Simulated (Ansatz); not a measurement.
Mulliken charges of F2S, SMILES `FSF` from ωB97M-V/def2-TZVPP in Ansatz (PBE0-D4/def2-TZVP geometry).

| atom | x (Å) | y (Å) | z (Å) | charge (e) |
| --- | --- | --- | --- | --- |
| F1 | 0.440 | 1.116 | 0.365 | -0.208 |
| S2 | -0.602 | 0.127 | -0.315 | 0.417 |
| F3 | 0.162 | -1.243 | -0.050 | -0.208 |

Q: By hand: the dipole of these point charges (1 e Å = 4.8032 D).

A: Σ q r = (-0.376, 0.079, -0.197) e Å, of length 0.432 e Å = 2.07 D.

Q: How does the dipole of the full density compare? (Estimate.)

A: Computed: (-0.209, 0.044, -0.109) e Å, 1.15 D; the point charges give 1.80 times that, at 0° from its direction.

Point charges leave out the atoms' own dipoles, such as those of lone pairs, and Mulliken's split depends on the basis, so the two needn't agree.
